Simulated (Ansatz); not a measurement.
Geometry optimisation, UKS LDA/6-31G* (Ansatz 0.2.0).

The input (input.yaml):

```yaml
crystal:
  periodic: [false, false, false]
  atoms:
    - { symbol: Si, position_ang: [0.0, 0.0, 0.0] }
    - { symbol: H, position_ang: [0.0, 0.0, 1.71] }
    - { symbol: H, position_ang: [1.3768, 0.0, -0.4862] }
    - { symbol: F, position_ang: [-0.7489, 1.2974, -0.5295] }
    - { symbol: H, position_ang: [-0.6877, -1.1914, -0.4862] }
    - { symbol: Si, position_ang: [0.0, 0.0, 3.47] }
    - { symbol: H, position_ang: [-0.7436, -1.1581, 3.9574] }
    - { symbol: H, position_ang: [1.3747, -0.0649, 3.9574] }
    - { symbol: H, position_ang: [-0.6311, 1.223, 3.9574] }
magnetization:
  spin_polarized: true
  initial_magnetization: 1
basis:
  gaussian: { orbitals: "6-31G*" }
hamiltonian:
  xc: lda
relax:
  f_tol: 0.15
  max_steps: 25
  restrain:
    - { distance: [1, 5], at: 1.46, k: 30.0 }
    - { distance: [0, 1], at: 2.66, k: 30.0 }
```

Command:

```bash
$ ansatz run input.yaml --threads 1 --pin off --max-ram 2048MiB --backend cpu --events-out ev --progress --plain --runs-dir out
```

Problem. Where does it end, and by what steps?

Solution. The run converged. The restraints hold the end off the free minimum. After 6 steps the energy has fallen by 0.093 eV (the restraints' own energy left out); F4 moved furthest, 0.56 Å.

| step | energy less start (eV) | largest force component (eV/Å) | accepted |
| --- | --- | --- | --- |
| 0 | 0.0000 | 0.826 | yes |
| 1 | 0.1569 | 1.806 | yes |
| 2 | 0.4453 | 2.205 | yes |
| 3 | 0.1406 | 1.529 | yes |
| 4 | -0.0678 | 0.788 | yes |
| 5 | -0.0917 | 0.656 | yes |
| 6 | -0.0934 | 0.656 | yes |

```xyz
9
Properties=species:S:1:pos:R:3
Si -0.029 0.051 -0.396
H 0.010 -0.018 2.263
H 1.412 0.025 -0.851
F -0.759 1.315 -1.089
H -0.727 -1.210 -0.851
Si 0.009 -0.016 3.744
H -0.756 -1.204 4.247
H 1.420 -0.081 4.247
H -0.640 1.242 4.237
```

Time of the run: 7 s on 1 thread of Intel(R) Xeon(R) 6975P-C (Granite Rapids), with other jobs on the host, peak memory 0.15 GiB.
